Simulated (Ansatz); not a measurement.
## Ansatz (development build ahead of 0.2.0) run

```yaml
crystal:
  periodic: [false, false, false]
  atoms:
    - { symbol: C, position_ang: [0.0, -0.41456, -0.35355] }
    - { symbol: C, position_ang: [0.0, -0.43455, 1.15669] }
    - { symbol: O, position_ang: [0.0, 0.92319, -0.78092] }
    - { symbol: H, position_ang: [-0.88918, -0.96161, -0.73] }
    - { symbol: H, position_ang: [0.88918, -0.96161, -0.73] }
    - { symbol: H, position_ang: [0.0, -1.46678, 1.53741] }
    - { symbol: H, position_ang: [0.88962, 0.08251, 1.54675] }
    - { symbol: H, position_ang: [-0.88962, 0.08251, 1.54675] }
    - { symbol: H, position_ang: [0.0, 0.9341, -1.74238] }
basis:
  gaussian: { orbitals: cc-pVTZ }
hamiltonian:
  xc: hf
correlation:
  method: mp2
  frozen_orbitals: { C: 1, H: 0, O: 1 }
```

The input is written out in the form of the current development build from the run's settings.

Output:

```yaml
Converged: yes
Reference_energy: -154.14179 hartree
Correlation_energy: -0.60169 hartree
Total_energy: -154.74348 hartree
Spin_squared_of_the_determinant: 0.000
```
